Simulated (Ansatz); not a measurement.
Basis sets over 7 cases of the atomisation energy at CCSD(T) with Ansatz (Al to Cl present), each against its own reference: Hartree-Fock in aug-cc-pVQZ plus the correlation part extrapolated as X^-3 from aug-cc-pVTZ and aug-cc-pVQZ. By their distance from other large sets or by the extrapolation step the references are unsure by up to roughly 0.99 kcal/mol. B3LYP-D3(BJ)/def2-TZVP geometries; electronic energies; frozen cores; unrestricted open shells; no added dispersion term; no relativity. Cartesian d functions in some cases of 6-311G**. (X+d) sets on Al to Cl for cc-pVXZ and aug-cc-pVXZ. 

Cases are drawn at random; left out are references unsure by over 1.3 kcal/mol, doubtful singlets, and cases whose largest runs show a restricted determinant unstable towards unrestricted orbitals, <S^2> over 0.1 too high or, where CCSD(T) ran, T1 over 0.025 (0.045 for open shells). Sets are drawn from those converged to one state in every case.

Cases (SMILES) and reference values:
- [SH] (SH) → H atom + S atom: 87.63 kcal/mol
- ClO (OH-Cl) → Cl atom + H atom + O atom: 165.97 kcal/mol
- [PH2] (PH2) → 2 H atom + P atom: 154.44 kcal/mol
- [S]F (F-S) → F atom + S atom: 84.67 kcal/mol
- [SiH4] (SiH4) → 4 H atom + Si atom: 325.34 kcal/mol
- ClF (F-Cl) → Cl atom + F atom: 62.43 kcal/mol
- Cl[CH2] (CH2-Cl) → C atom + Cl atom + 2 H atom: 288.19 kcal/mol

| basis | functions over def2-SVP (largest species, mean of cases) | mean signed deviation (kcal/mol) | mean absolute | largest | within 4 kcal/mol |
|---|---|---|---|---|---|
| 6-31G | 0.6 | -48.82 | 48.82 | 65.35 | 0 of 7 |
| pcseg-1 | 1.0 | -19.19 | 19.19 | 26.85 | 0 of 7 |
| 6-311G** | 1.4 | -16.93 | 16.93 | 23.86 | 0 of 7 |
| def2-TZVP | 1.9 | -9.13 | 9.13 | 13.04 | 0 of 7 |
| pcseg-2 | 2.1 | -4.77 | 4.77 | 7.41 | 2 of 7 |
| cc-pVTZ | 2.3 | -6.63 | 6.63 | 8.88 | 1 of 7 |
| def2-TZVPP | 2.4 | -6.10 | 6.10 | 8.22 | 1 of 7 |
| 6-311++G(3df,3pd) | 2.9 | -4.92 | 4.92 | 6.16 | 2 of 7 |
| aug-pcseg-2 | 3.3 | -3.88 | 3.88 | 5.62 | 4 of 7 |
| cc-pVQZ | 4.2 | -2.61 | 2.61 | 3.73 | 7 of 7 |

Of the sets for which every case ran a larger relative (same family, alike in diffuse functions), none listed holds all cases within 4 kcal/mol together with them. Inside, though some case ran no larger relative to test it: cc-pVQZ. Largest deviations of relatives not listed, over the cases that ran them: cc-pV5Z 1.45 kcal/mol. A case lies within its reference's uncertainty of the window's edge in pcseg-2, 6-311++G(3df,3pd), aug-pcseg-2, cc-pVQZ. These figures hold for the cases listed.

Ansatz is a first-principles code.
